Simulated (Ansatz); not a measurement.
# H2N2Si: the cost of one run

Computed with Ansatz 0.2.0 (DFT B3LYP, Gaussian basis cc-pV(T+d)Z, unless a step's input says otherwise).

## (1) Starting point

Bond lengths: Si1–N2 1.563 Å, Si1–N3 1.572 Å, N2–H4 0.968 Å, N3–H5 0.953 Å. Angles: Si1–N2–H4 121.7°, N2–Si1–N3 177.5°, Si1–N3–H5 124.2°.

Structure file:

```xyz
5

Si    0.0162   -0.0061   -0.0053
N    -0.0107    0.0087    1.5570
N     0.0174    0.0424   -1.5768
H     0.7975    0.1146    2.0794
H    -0.0032    0.8462   -2.0887
```

## (2) Relaxing the atoms: H2N2Si

input.yaml

```yaml
relax:
  f_tol: 0.001
  max_steps: 200
crystal:
  periodic: [false, false, false]
  atoms:
    - { symbol: Si, position_ang: [0.016243, -0.006118, -0.005282] }
    - { symbol: "N", position_ang: [-0.01073, 0.008654, 1.556985] }
    - { symbol: "N", position_ang: [0.017448, 0.042388, -1.57681] }
    - { symbol: H, position_ang: [0.797506, 0.114621, 2.079399] }
    - { symbol: H, position_ang: [-0.003224, 0.846159, -2.088662] }
basis:
  gaussian: { orbitals: "cc-pV(T+d)Z.json" }
hamiltonian:
  xc: { name: B3LYP }
accuracy: high
```

Started as:

```sh
ansatz run input.yaml --threads 4 --pin off --max-ram 8192MiB --backend cpu --events-out ev --progress --plain --runs-dir out
```

**Question.** How long does this run take on 4 threads of Arm Neoverse N1, shared host, and how much memory does it need?

About 63 s, with a peak of 0.4 GiB.
